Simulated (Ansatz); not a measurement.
Relaxation of ClH6NSi (9 atoms, charge 0, multiplicity 1), to a largest force component of 0.03 eV/Å in at most 50 steps.

Computed with RKS B3LYP/def2-SVP (Ansatz).

```xyz
9
Properties=species:S:1:pos:R:3:forces:R:3
Si -0.577 0.698 0.135 0.51 -0.72 0.73
N 0.279 -0.640 0.933 -0.75 1.07 -0.35
H -1.430 0.156 -0.946 -0.01 -0.03 -0.02
H -1.392 1.492 1.093 0.04 -0.07 0.05
Cl 0.747 2.091 -0.685 -0.01 0.01 0.01
H 0.996 -0.969 -1.258 1.01 -1.10 1.77
H 0.735 -0.666 -1.835 -0.77 0.87 -2.22
H 0.544 -0.564 1.910 0.00 -0.04 0.00
H 0.098 -1.597 0.652 -0.01 0.00 0.03
```

**Question.** Where does it end, and by what steps?

**Answer.** The run converged. The force dipped under the threshold on the way, but the program's further checks kept it going. After 23 steps the energy has fallen by 0.399 eV; H7 moved furthest, 1.48 Å.

```tsv
step	energy less start (eV)	largest force component (eV/Å)	accepted
0	0.0000	2.221	yes
1	-0.1878	0.595	yes
2	-0.2545	0.362	yes
3	-0.2968	0.212	yes
4	-0.3228	0.475	yes
5	-0.3405	0.423	yes
6	-0.3709	0.170	yes
7	-0.3780	0.064	yes
8	-0.2766	2.057	no
9	-0.3850	0.124	yes
10	-0.3798	0.731	no
11	-0.3881	0.094	yes
12	-0.3912	0.066	yes
13	-0.3949	0.026	yes
14	-0.3790	0.963	no
15	-0.3958	0.042	yes
16	-0.3962	0.122	yes
17	-0.3966	0.091	yes
18	-0.3971	0.025	yes
19	-0.3979	0.043	yes
20	-0.3981	0.060	yes
21	-0.3983	0.042	yes
22	-0.3986	0.018	yes
23	-0.3988	0.011	yes
```

```xyz
9
Properties=species:S:1:pos:R:3
Si -0.844 0.819 0.458
N -0.252 -0.609 1.207
H -2.045 0.467 -0.339
H -1.123 1.820 1.517
Cl 0.495 1.751 -0.872
H 1.609 -0.789 -2.128
H 1.836 -1.450 -2.430
H 0.470 -0.547 1.921
H -0.147 -1.461 0.664
```

Whether the end is a true minimum wasn't checked by a vibrational analysis.

The run took 46 s on 2 threads of Intel(R) Xeon(R) Platinum 8259CL CPU @ 2.50GHz (Skylake/Cascade Lake), on a shared host, peak memory 0.17 GiB.
